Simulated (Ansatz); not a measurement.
# What a trial cell of W3N2 relaxes into

Theory: DFT PBE, scalar-relativistic, plane waves, PAW (Ansatz). Cutoff 420 eV, Γ-centred k mesh, Gaussian smearing, no spin polarisation in the final step.

W3N2 was placed on the tetradymite structure type (R-3m, No. 166), with N in place of Bi, W in place of Te, at a guessed volume.

```
W N
1.0
     1.57743    0.91073    7.31219
    -1.57743    0.91073    7.31219
     0.00000   -1.82146    7.31219
W N
3 2
Direct
  0.00000 0.00000 0.00000
  0.20950 0.20950 0.20950
  0.79050 0.79050 0.79050
  0.40000 0.40000 0.40000
  0.60000 0.60000 0.60000
```

Steps on the 6×6×6 mesh (5 atoms). 9 of 12 steps are shown, and the free energy counts from the last. Trial steps that were taken back and renewals of the plane-wave basis can be among the rows.

```
step  ΔF (meV/atom) V (Å³/atom) P (GPa) largest force component (eV/Å)
   1          367.7        12.61   -15.79                           2.911
   2          128.7        11.64    -1.68                           0.172
   3          114.3        11.48     2.75                           0.185
   4           65.6        11.55    -0.77                           0.303
   5            9.8        11.45     0.83                           0.353
   6            8.6        11.56    -2.30                           0.350
   7            5.3        11.45     0.74                           0.025
  10            0.2        11.48     0.43                           0.005
  12            0.0        11.49     0.09                           0.007
```

A final relaxation ran on a 18×18×18 mesh. The relaxed crystal, R-3m (No. 166):

Space group R-3m:H (No. 166). a = 2.810 Å, b = 2.810 Å, c = 25.248 Å, α = 90.00°, β = 90.00°, γ = 120.00°
```csv
atom,site,symmetry,x,y,z
W,3a,-3m,0.0000,0.0000,0.0000
W,6c,3m,0.3333,0.6667,0.8826
N,6c,3m,0.6667,0.3333,0.7270
```

```yaml
Volume_per_atom: 11.51 Å³
Density: 16.72 g/cm³
Energy_over_the_elements: 0.11 eV/atom
Gap_on_the_18×18×18_mesh: 0 eV (a metal)
```

Energies over the elements count from the elements' standard structures at the same level (N₂ as a molecule), with no empirical corrections.

The final run used a 18×18×18 mesh on its 5-atom cell and 0.10 eV smearing. The k mesh leaves about 4 meV/atom of noise in metals. Spin–orbit coupling is left out.

A structure relaxed within its symmetry needn't be a true minimum.

Cost: 3 runs of about 14 core-minutes in all, on Intel Xeon Processor @ 2.50GHz (Skylake/Cascade Lake) (shared hosts).